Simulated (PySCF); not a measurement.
Molfile (atoms numbered from 1):
```
C4H11OP
     RDKit          3D

 17 16  0  0  0  0  0  0  0  0999 V2000
   -2.1107    0.3765    0.2658 C   0  0  0  0  0  0  0  0  0  0  0  0
   -1.2906   -0.8618    0.5929 C   0  0  0  0  0  0  0  0  0  0  0  0
    0.4530   -0.8184    0.0655 P   0  0  0  0  0  5  0  0  0  0  0  0
    1.2094   -2.0887    0.2971 O   0  0  0  0  0  0  0  0  0  0  0  0
    1.2071    0.6404    0.8580 C   0  0  0  0  0  0  0  0  0  0  0  0
    2.7026    0.7038    0.5779 C   0  0  0  0  0  0  0  0  0  0  0  0
   -1.7502    1.2637    0.8081 H   0  0  0  0  0  0  0  0  0  0  0  0
   -3.1661    0.2319    0.5408 H   0  0  0  0  0  0  0  0  0  0  0  0
   -2.0823    0.6083   -0.8109 H   0  0  0  0  0  0  0  0  0  0  0  0
   -1.2723   -1.0717    1.6757 H   0  0  0  0  0  0  0  0  0  0  0  0
   -1.7076   -1.7644    0.1161 H   0  0  0  0  0  0  0  0  0  0  0  0
    0.3435   -0.4057   -1.3045 H   0  0  0  0  0  0  0  0  0  0  0  0
    0.6832    1.5520    0.5253 H   0  0  0  0  0  0  0  0  0  0  0  0
    1.0176    0.5304    1.9399 H   0  0  0  0  0  0  0  0  0  0  0  0
    2.9055    0.8673   -0.4922 H   0  0  0  0  0  0  0  0  0  0  0  0
    3.1779    1.5224    1.1381 H   0  0  0  0  0  0  0  0  0  0  0  0
    3.1808   -0.2439    0.8649 H   0  0  0  0  0  0  0  0  0  0  0  0
  1  2  1  0
  2  3  1  0
  3  4  2  0
  3  5  1  0
  5  6  1  0
  1  7  1  0
  1  8  1  0
  1  9  1  0
  2 10  1  0
  2 11  1  0
  3 12  1  0
  5 13  1  0
  5 14  1  0
  6 15  1  0
  6 16  1  0
  6 17  1  0
M  END
```

Geometry: PBE0-D3(BJ)/def2-SVP; GIAO shifts from PySCF, gas phase, non-relativistic, averaged over equivalent atoms.

At BHandHLYP/pcSseg-1 (164 basis functions, 15 s wall time on 1 thread of an Arm Neoverse V1, shared host):
```tsv
atoms	δ (ppm)
C2/C5	24.2
C1/C6	7.3
P3	10.9
O4	84.9
H12	6.33
H11/H14	1.40
H10/H13	1.18
H7/H8/H9/H15/H16/H17	1.10
```

δ = σ(ref) − σ, references computed at the same level: 13C (σ = 183.98 ppm) and 1H (σ = 31.44 ppm) against TMS; 31P (σ = 317.17 ppm) vs H3PO4; 17O (σ = 334.77 ppm) against H2O.

Problem. What do these become at B97-2/pcSseg-1?

Solution. 
| atoms | δ at B97-2/pcSseg-1 | change |
| --- | --- | --- |
| C2/C5 | 25.1 | +0.9 |
| C1/C6 | 8.1 | +0.8 |
| P3 | 8.0 | -2.9 |
| O4 | 92.0 | +7.1 |
| H12 | 6.71 | +0.38 |
| H11/H14 | 1.46 | +0.06 |
| H10/H13 | 1.28 | +0.10 |
| H7/H8/H9/H15/H16/H17 | 1.08 | -0.02 |

Shifts are taken against calculated references (same method and geometry level): TMS for 13C (σref 183.69) and 1H (σref 31.38); 31P (σref 316.18) vs H3PO4; 17O (σref 331.62) against H2O.

The largest change is at O4 (P=O oxygen). Cost: 164 basis functions, 16 s wall time on 1 thread of an Arm Neoverse V1, shared host.

Experimental scales use liquid or dissolved standards, which lie at an offset from isolated H2O (liquid H2O: subtract about 36 ppm) and H3PO4.
